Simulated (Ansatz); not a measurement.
**H₄MgOSi: vertical ionisation energy**

An exercise on one series of results from a longer session: the logs are not shown, and one member is left open.

Program: Ansatz 0.2.0, Gaussian basis. Level of theory: unrestricted cation, the program's frozen cores in correlated methods. These are calculated values, not measurements.

Plan: UKS PBE-D4/def2-TZVPP; UKS r2SCAN-D4/def2-TZVPP; UKS PBE0-D4/def2-TZVPP; UKS B3LYP-D4/def2-TZVPP; UKS wB97X-V/def2-TZVPP; UKS wB97M-V/def2-TZVPP; UKS B2PLYP/def2-TZVPP; UHF-CCSD(T)/def2-TZVPP; UHF-MP2/def2-QZVPP; extrapolation to the limit; then −ε(HOMO) from the neutral's earlier runs with LDA (SPW92), PBE-D4, revPBE-D4, BLYP-D4, r2SCAN-D4, B97M-V, PBE0-D4, B3LYP-D4, r2SCANh-D4, r2SCAN0-D4, HSE06-D4, BHLYP-D4, CAM-B3LYP-D4, LC-ωPBE, ωB97X-V, ωB97M-V.

### Structure used throughout

All runs share one geometry, relaxed beforehand with PBE0-D4 in a triple-zeta def2 set.

SMILES `[MgH][O][SiH3]`, 7 atoms, charge 0, spin multiplicity 1.

Atoms are counted from 1 here; the program's logs count them from 0.

Bond lengths: Mg1–O2 1.795 Å, Mg1–H4 1.687 Å, O2–Si3 1.611 Å, Si3–H5 1.493 Å, Si3–H6 1.493 Å, Si3–H7 1.493 Å. Angles: O2–Mg1–H4 180.0°, Mg1–O2–Si3 179.9°, O2–Si3–H5 111.5°, O2–Si3–H6 111.5°, O2–Si3–H7 111.5°, H5–Si3–H6 107.4°, H5–Si3–H7 107.4°, H6–Si3–H7 107.4°.

As a file:

```xyz
7

Mg   -1.99622   -0.73085   -0.53653
O    -0.35696   -0.14276   -0.10278
Si    1.11393    0.38744    0.28573
H    -3.53731   -1.28355   -0.94435
H     1.83600    0.91884   -0.90824
H     1.04963    1.48624    1.29462
H     1.95224   -0.70337    0.86594
```

Set-up of the first run:

in.yaml reads:

```yaml
crystal:
  periodic: [false, false, false]
  atoms:
    - {symbol: Mg, position_ang: [-1.996217, -0.730848, -0.536526]}
    - {symbol: O, position_ang: [-0.356963, -0.142760, -0.102782]}
    - {symbol: Si, position_ang: [1.113929, 0.387443, 0.285732]}
    - {symbol: H, position_ang: [-3.537313, -1.283551, -0.944346]}
    - {symbol: H, position_ang: [1.835995, 0.918843, -0.908241]}
    - {symbol: H, position_ang: [1.049626, 1.486241, 1.294617]}
    - {symbol: H, position_ang: [1.952241, -0.703369, 0.865945]}
basis:
  gaussian: {orbitals: def2-TZVPP}
total_charge: 1
magnetization: {spin_polarized: true, initial_magnetization: 1}
hamiltonian: {xc: pbe, dispersion: d4}
```

Among the steps run: Cation, UKS PBE-D4/def2-TZVPP; Cation, UKS r2SCAN-D4/def2-TZVPP; Cation, UKS PBE0-D4/def2-TZVPP; Cation, UKS B3LYP-D4/def2-TZVPP; Cation, UKS wB97X-V/def2-TZVPP; Cation, UKS wB97M-V/def2-TZVPP; Cation, UKS B2PLYP (frozen core)/def2-TZVPP; Cation, UHF-CCSD(T)/def2-TZVPP; Cation, UHF-MP2/def2-QZVPP.

One table of the session follows, with a row left open; its other results are not shown here.

It belongs to the step «Ionisation energies side by side». Orbital estimates, from the neutral's runs:

| functional | −ε(HOMO) (eV) |
| --- | --- |
| LDA (SPW92) | 6.72 |
| PBE-D4 | 6.62 |
| revPBE-D4 | 6.57 |
| BLYP-D4 | ? |
| r2SCAN-D4 | 6.95 |
| B97M-V | 7.06 |
| PBE0-D4 | 8.03 |
| B3LYP-D4 | 7.83 |
| r2SCANh-D4 | 7.48 |
| r2SCAN0-D4 | 8.27 |
| HSE06-D4 | 7.62 |
| BHLYP-D4 | 9.39 |
| CAM-B3LYP-D4 | 9.48 |
| LC-ωPBE | 10.84 |
| ωB97X-V | 10.50 |
| ωB97M-V | 10.37 |

**Question.** Estimate the row for BLYP-D4.

Worked estimate for «−ε(HOMO) (eV)». Against the share of exact exchange, B3LYP-D4 (0.2, 7.83), BHLYP-D4 (0.5, 9.39) give a slope of 5.20 per unit share; at 0 the line stands at 6.79.

The run gave: −ε(HOMO) (eV): 6.54. In «−ε(HOMO) (eV)» the line misses by +0.25.
